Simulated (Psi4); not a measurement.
Psi4 input (wB97X-D/6-311+G**):

```
memory 1500 MB

molecule {
-1 1
N    -0.00000000   -0.00000000   -0.67156643
O     0.00000000    0.00000000    0.58762062
symmetry c1
no_reorient
no_com
}

set {
  basis 6-311+G**
  reference rks
  scf_type pk
  dft_radial_points 99
  dft_spherical_points 590
  e_convergence 1e-8
  d_convergence 1e-7
  maxiter 150
}

e = energy('wb97x-d')
print_out(f'\nFINAL {e:.10f} DIPOLE {variable("CURRENT DIPOLE")[0]:.6f} {variable("CURRENT DIPOLE")[1]:.6f} {variable("CURRENT DIPOLE")[2]:.6f}\n')
```

From the last part of the output:

```
    One-Electron Energy =                -228.8861920669345125
    Two-Electron Energy =                  86.3769583447810589
    DFT Exchange-Correlation Energy =     -10.8704368311807009
    Empirical Dispersion Energy =          -0.0000013169484737
    VV10 Nonlocal Energy =                  0.0000000000000000
    Total Energy =                       -129.8455005193939655

Computation Completed

Properties will be evaluated at   0.000000,   0.000000,   0.000000 [a0]

Properties computed using the SCF density matrix

 Multipole Moments:

 ------------------------------------------------------------------------------------
     Multipole            Electronic (a.u.)      Nuclear  (a.u.)        Total (a.u.)
 ------------------------------------------------------------------------------------

 L = 1.  Multiply by 2.5417464519 to convert [e a0] to [Debye]
 Dipole X            :          0.0000000            0.0000000            0.0000000
 Dipole Y            :         -0.0000000            0.0000000           -0.0000000
 Dipole Z            :          0.5852528           -0.0000001            0.5852527
 Magnitude           :                                                    0.5852527

 ------------------------------------------------------------------------------------

FINAL -129.8455005194 DIPOLE 0.000000 -0.000000 0.585253

*** Psi4 exiting successfully. Buy a developer a beer!
```

The dipole moment of an ion depends on the origin.
